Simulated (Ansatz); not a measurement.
**C3H9N: geometry at several levels**

The task, for C3H9N: geometry at several levels.

Program: Ansatz 0.2.0. Level of theory: the levels named in each step. These are calculated values, not measurements.

### 1 The structure to begin with

Bond lengths: C1–C2 1.526 Å, C2–C3 1.526 Å, C2–N4 1.458 Å, C1–H5 1.087 Å, C1–H6 1.087 Å, C1–H7 1.088 Å, C2–H8 1.108 Å, C3–H9 1.088 Å, C3–H10 1.087 Å, C3–H11 1.087 Å, N4–H12 1.015 Å, N4–H13 1.014 Å. Angles (14 of 21 angles, heavy atoms first): C1–C2–C3 110.9°, C1–C2–N4 108.4°, C3–C2–N4 108.5°, C1–C2–H8 108.4°, C3–C2–H8 108.4°, N4–C2–H8 112.3°, C2–C1–H5 110.5°, C2–C1–H6 109.5°, C2–C1–H7 110.5°, C2–C3–H9 110.5°, C2–C3–H10 109.5°, C2–C3–H11 110.5°, C2–N4–H12 110.5°, C2–N4–H13 110.5°.

As a file:

```xyz
13

C    -0.5323    1.2261    0.5667
C    -0.0095    0.1275   -0.3552
C     1.4331   -0.2321   -0.0096
N    -0.8376   -1.0583   -0.1754
H     0.0916    2.1130    0.4941
H    -0.5284    0.8710    1.5937
H    -1.5519    1.4955    0.2987
H    -0.0360    0.5044   -1.3971
H     1.8079   -0.9972   -0.6865
H     1.4784   -0.6178    1.0052
H     2.0727    0.6433   -0.0868
H    -0.5210   -1.8076   -0.7822
H    -1.8036   -0.8560   -0.4061
```

### 2 A rough first relaxation, PBE-D4/def2-SVP

input.yaml reads:

```yaml
crystal:
  periodic: [false, false, false]
  atoms:
    - { symbol: C, position_ang: [-0.53229, 1.22605, 0.56674] }
    - { symbol: C, position_ang: [-0.00947, 0.12752, -0.35521] }
    - { symbol: C, position_ang: [1.4331, -0.23205, -0.00958] }
    - { symbol: "N", position_ang: [-0.83757, -1.05832, -0.17537] }
    - { symbol: H, position_ang: [0.09163, 2.11302, 0.49411] }
    - { symbol: H, position_ang: [-0.52839, 0.87102, 1.59369] }
    - { symbol: H, position_ang: [-1.55192, 1.49546, 0.29874] }
    - { symbol: H, position_ang: [-0.03604, 0.50445, -1.3971] }
    - { symbol: H, position_ang: [1.80791, -0.99716, -0.68648] }
    - { symbol: H, position_ang: [1.47836, -0.61777, 1.00524] }
    - { symbol: H, position_ang: [2.07269, 0.64329, -0.0868] }
    - { symbol: H, position_ang: [-0.52095, -1.80756, -0.78222] }
    - { symbol: H, position_ang: [-1.80357, -0.856, -0.40611] }
basis:
  gaussian: { orbitals: def2-SVP }
hamiltonian:
  xc: pbe
  dispersion: d4
relax:
  f_tol: 0.03
  max_steps: 200
```

Run with:

```console
> ansatz run input.yaml --threads 4 --pin off --max-ram 10240MiB --backend cpu --events-out ev --progress --plain --runs-dir out
```

The runs that follow: Relaxation, HF/STO-3G; Relaxation, HF/6-31G*; Relaxation, LDA/def2-SVP; Relaxation, PBE-D4/def2-SVP.

**Question.** What will these runs give? Wanted: C1–C2 at PBE-D4/def2-SVP; C2–C3 at PBE-D4/def2-SVP; C2–N4 at PBE-D4/def2-SVP.

The runs gave:

| quantity | value |
| --- | --- |
| C1–C2 at PBE-D4/def2-SVP | 1.531 Å |
| C2–C3 at PBE-D4/def2-SVP | 1.531 Å |
| C2–N4 at PBE-D4/def2-SVP | 1.467 Å |

What this shows: The C–C distance spreads over 0.033 Å, from LDA/def2-SVP (shortest) to HF/STO-3G.
